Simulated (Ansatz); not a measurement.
# How far each method lies from UCCSDT(Q) for H₂B–O, doublet

Geometry: a PBE0/def2-TZVP stationary point for this spin, not checked as a minimum.

```xyz
4

B     0.0000    0.0000    0.6689
O     0.0000    0.0000   -0.6123
H     0.0000    1.0503    1.2721
H     0.0000   -1.0503    1.2721
```

Basis cc-pVTZ; Ansatz 0.2.0. Correlated methods freeze the noble-gas cores, which leaves 11 electrons in 86 orbitals. R marks a restricted (for open shells ROHF) determinant, U an unrestricted one. Active spaces: valence = (11e, 10o) chosen from the atoms' valence shells.

Full CI isn't at hand for all of this; UCCSDT(Q) serves as the reference, and is uncertain by the last step of the cluster series or more. The frozen core follows each run's orbitals, which can shift R against U totals by a few meV.

```
UHF ⟨S²⟩                          : 0.768
T1 diagnostic (RCCSD)             : 0.0472
largest doubles amplitude (RCCSD) : 0.051
T1 diagnostic (UCCSD)             : 0.0401
```

```json
{"level": "RHF", "E − E(UCCSDT(Q)) (meV)": "9418", "share of correlation (%)": "0.00", "wall time": "–"}
{"level": "UHF", "E − E(UCCSDT(Q)) (meV)": "9235", "share of correlation (%)": "1.94", "wall time": "–"}
{"level": "RMP2", "E − E(UCCSDT(Q)) (meV)": "1197", "share of correlation (%)": "87.29", "wall time": "–"}
{"level": "UMP2", "E − E(UCCSDT(Q)) (meV)": "1180", "share of correlation (%)": "87.47", "wall time": "–"}
{"level": "RCCSD", "E − E(UCCSDT(Q)) (meV)": "369", "share of correlation (%)": "96.08", "wall time": "–"}
{"level": "UCCSD", "E − E(UCCSDT(Q)) (meV)": "364", "share of correlation (%)": "96.14", "wall time": "–"}
{"level": "RCCSD(T)", "E − E(UCCSDT(Q)) (meV)": "54", "share of correlation (%)": "99.43", "wall time": "3.7 s (H100)"}
{"level": "UCCSD(T)", "E − E(UCCSDT(Q)) (meV)": "53", "share of correlation (%)": "99.43", "wall time": "3.6 s (H100)"}
{"level": "BCCD(T)", "E − E(UCCSDT(Q)) (meV)": "45", "share of correlation (%)": "99.52", "wall time": "2.7 s (H100)"}
{"level": "RCCSDT", "E − E(UCCSDT(Q)) (meV)": "19", "share of correlation (%)": "99.80", "wall time": "–"}
{"level": "UCCSDT", "E − E(UCCSDT(Q)) (meV)": "18", "share of correlation (%)": "99.81", "wall time": "–"}
{"level": "RCCSDT(Q)", "E − E(UCCSDT(Q)) (meV)": "4", "share of correlation (%)": "99.96", "wall time": "13 s (H100)"}
{"level": "CASSCF (valence space)", "E − E(UCCSDT(Q)) (meV)": "6662", "share of correlation (%)": "29.26", "wall time": "–"}
{"level": "NEVPT2 (valence space)", "E − E(UCCSDT(Q)) (meV)": "1213", "share of correlation (%)": "87.12", "wall time": "4.4 s (H100)"}
{"level": "MRCISD (valence space)", "E − E(UCCSDT(Q)) (meV)": "448", "share of correlation (%)": "95.24", "wall time": "–"}
{"level": "MRCISD+Q (valence space)", "E − E(UCCSDT(Q)) (meV)": "79", "share of correlation (%)": "99.17", "wall time": "6 s (H100)"}
```

The correlation energy at UCCSDT(Q), counted from RHF, is -9.418 eV. That run took 12 s on 2 threads of AMD EPYC 7R13 with a shared H100 80 GB, shared host.

Times hold each run's SCF and search for its determinant on a shared host, so for small cases they say little of a method's own cost. Some runs computed forces too.

Natural occupations of CASSCF (valence space) about the gap: 1.985 1.977 1.971 1.963 1.006 0.037 0.023 0.021 0.018; effectively unpaired electrons, Σ n²(2−n)², 1.02.

Atomization energy (electronic, same basis, no zero-point term; atoms at the same level, unrestricted beside the R rows where the molecule is a closed shell, with restricted open-shell steps beyond CCSDT(Q)) at UCCSDT(Q): 1329.7 kJ/mol. Errors of other levels:

| level | error (kJ/mol) |
| --- | --- |
| RHF | -281.1 |
| UHF | -289.8 |
| RMP2 | -6.6 |
| UMP2 | -4.2 |
| RCCSD | -21.7 |
| UCCSD | -22.0 |
| RCCSD(T) | -2.9 |
| UCCSD(T) | -3.1 |
| BCCD(T) | -2.0 |
| RCCSDT | -1.4 |
| UCCSDT | -1.6 |
| RCCSDT(Q) | 0.0 |
| CASSCF (valence space) | -105.3 |
| NEVPT2 (valence space) | -15.6 |
| MRCISD (valence space) | -24.9 |
| MRCISD+Q (valence space) | -7.7 |

This basis is far from its limit, so the value isn't to be set against a measured one. Truncated CI isn't size-consistent, which counts against it in atomization.
